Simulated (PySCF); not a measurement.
These compounds are isomers of formula C$_{5}$H$_{5}$F.

A. `InChI=1S/C5H5F/c1-3-4(2)5(3)6/h1H2,2H3`
B. `InChI=1S/C5H5F/c1-2-4-3-5(4)6/h1,4-5H,3H2/t4-,5+/m1/s1`
C. `C=CC#CCF`

Spectrum 1. $^{13}$C{$^{1}$H} NMR (computed): δ 134.6 (CH2), 125.0 (CH), 95.2 (C, d, J = 19.3 Hz), 94.8 (C, d, J = 10.5 Hz), 71.5 (CH2, d, J = 243.3 Hz).

Spectrum 2. $^{13}$C{$^{1}$H} NMR (computed): δ 84.0 (C, d, J = 5.9 Hz), 73.7 (CH), 71.1 (CH, d, J = 300.7 Hz), 16.2 (CH2, d, J = 7.4 Hz), 8.1 (CH, d, J = 9.3 Hz).

Spectrum 3. $^{13}$C{$^{1}$H} NMR (computed): δ 153.8 (C, d, J = 521.9 Hz), 129.8 (C, d, J = 1.5 Hz), 114.8 (C, d, J = 26.3 Hz), 59.2 (CH2, d, J = 4.5 Hz), 8.6 (CH3).

[PySCF: geometry from PBE0-D3(BJ)/def2-SVP; J: B3LYP/pcJ-1 (spin–dipole term left out of most H,H and C,H couplings); σ from GIAO-PBE0/pcSseg-1; isolated molecule; a single conformation; non-relativistic Hamiltonian; one averaged value for each set of equivalent atoms]

Scale: TMS for $^{13}$C (σref 184.41) (reference shieldings calculated alike). One-bond C–F couplings are unscaled and too large by tens of Hz. Shifts are as computed. Against solution values, carbons near 30 ppm lie about +2 ppm off and those near 130 ppm about +5 ppm. Of 1211 compounds with measured shifts, 218 miss one by over three times the rms of a fit or turn the order of signals round; such compounds aren't used in these exercises.

Match each spectrum to its structure.

## Answers

1–C, 2–B, 3–A.

- Spectrum 1 (C): 5 $^{13}$C signals; δC 134.6 is a terminal =CH2 carbon; δC 125.0 is an alkene CH.
- Spectrum 2 (B): 5 $^{13}$C signals; δC 84.0 is an alkyne carbon; δC 73.7 is a terminal alkyne carbon.
- Spectrum 3 (A): 5 $^{13}$C signals; δC 153.8 is a fully substituted alkene carbon; δC 129.8 is a fully substituted alkene carbon.
